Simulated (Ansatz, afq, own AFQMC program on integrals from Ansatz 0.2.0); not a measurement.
## Where AFQMC and coupled cluster stand for NH₂O, quartet

```xyz
4

O    -1.0069   -0.0292    0.0000
H    -1.2563    0.8974    0.0000
H     0.0911   -0.0292    0.0000
N     1.2341   -0.0292    0.0000
```

Connectivity, by distances: OH ··· N, 1 bridging H.

Basis cc-pVTZ. Noble-gas cores (and the filled d shells of Ga–Kr and In–Xe) are frozen. Integrals, coupled cluster, full CI and functionals: Ansatz 0.2.0; the random walks run on the same integrals in our own AFQMC program. ph-AFQMC/CISD is guided by a CISD state made of CCSD amplitudes; releasing the constraint for a short imaginary time cuts its bias at the price of noise, slowly where states lie close. Error bars are statistical, one sigma.

Determinant: UHF, the one that the program's search chose, which needn't be the lowest solution. The geometry is a point of a scan.

No full CI on the walks' own integrals is used here; CCSDT(Q) serves as the reference and is uncertain by about the last step of the cluster series.

Cautions: lower spins were not checked; the released energies are still falling, so no released level is given (meV from the phaseless value at times in 1/Eh: -12 ± 6 at 0.24, -16 ± 7 at 0.51, -28 ± 6 at 0.99, -46 ± 9 at 1.62, -93 ± 44 at 2.40).

The T1 diagnostic is 0.0168, the weight of the determinant in the CISD state is 0.893 and the ⟨S²⟩ of the determinant is 3.782. The size of the correlated space is 13 electrons in 86 orbitals.

| level | correlation energy (eV) |
| --- | --- |
| MP2 | -10.2797 |
| CCSD | -10.8758 |
| CCSD(T) | -11.2354 |

Question: Estimate where phaseless AFQMC with a CISD trial lies against CCSD(T) on the same integrals.

Answer: 1.3 ± 0.7 kJ/mol below CCSD(T). The gap is under twice the noise, so this walk alone can't tell the two apart.

Reference: CCSDT(Q), correlation energy -11.275 eV.

```tsv
level	E − E(reference) (kJ/mol)	share of correlation (%)
CCSD(T)	3.8	99.65
CCSDT	1.9	99.83
ph-AFQMC/CISD	2.5 ± 0.7	99.77
```

A walk keeps the symmetry of its determinant, which the program's search chose and which needn't be the lowest solution, so a lower state of the same spin and another symmetry isn't excluded.
